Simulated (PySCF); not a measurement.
Geometry:
| atom | x (Å) | y (Å) | z (Å) |
| --- | --- | --- | --- |
| C1 | -2.102 | -0.005 | -0.118 |
| C2 | -0.875 | -0.204 | 0.365 |
| C3 | 0.263 | -0.819 | -0.396 |
| C4 | 1.436 | 0.109 | -0.511 |
| C5 | 2.638 | -0.115 | 0.011 |
| F6 | 2.929 | -1.225 | 0.692 |
| H7 | -2.887 | 0.449 | 0.492 |
| H8 | -2.368 | -0.293 | -1.141 |
| H9 | -0.646 | 0.105 | 1.392 |
| H10 | -0.085 | -1.106 | -1.403 |
| H11 | 0.591 | -1.743 | 0.109 |
| H12 | 1.300 | 1.055 | -1.043 |
| H13 | 3.491 | 0.565 | -0.066 |

Geometry: PBE0-D3(BJ)/def2-SVP; GIAO absolute shieldings from PySCF 2.14.0 with density-fitted response routines, gas phase, non-relativistic, averaged over equivalent atoms.

At PBE0/STO-3G (37 basis functions, 4.9 s wall time on 1 thread of an Intel Xeon Platinum 8488C, shared host):
```tsv
atoms	σ (ppm)
C5	112.9
C2	121.9
C1	128.9
C4	139.7
C3	203.4
F6	326.9
H13	26.86
H7	27.36
H9	27.36
H8	27.51
H12	28.14
H10/H11	30.29
```

Question: Estimate the result of repeating the calculation with PBE0/pcSseg-1.

Answer: 
```tsv
atoms	σ at PBE0/pcSseg-1	change
C5	27.9	-85.0
C2	37.5	-84.4
C1	61.1	-67.8
C4	68.0	-71.7
C3	152.1	-51.3
F6	297.3	-29.6
H13	24.61	-2.25
H7	25.98	-1.38
H9	25.43	-1.93
H8	25.86	-1.65
H12	26.60	-1.54
H10/H11	28.36	-1.93
```

The largest change is at C5 (alkene CH). Cost: 137 basis functions, 14 s wall time on 1 thread of an Intel Xeon Platinum 8488C, shared host. The order of the carbon signals is the same at both levels.
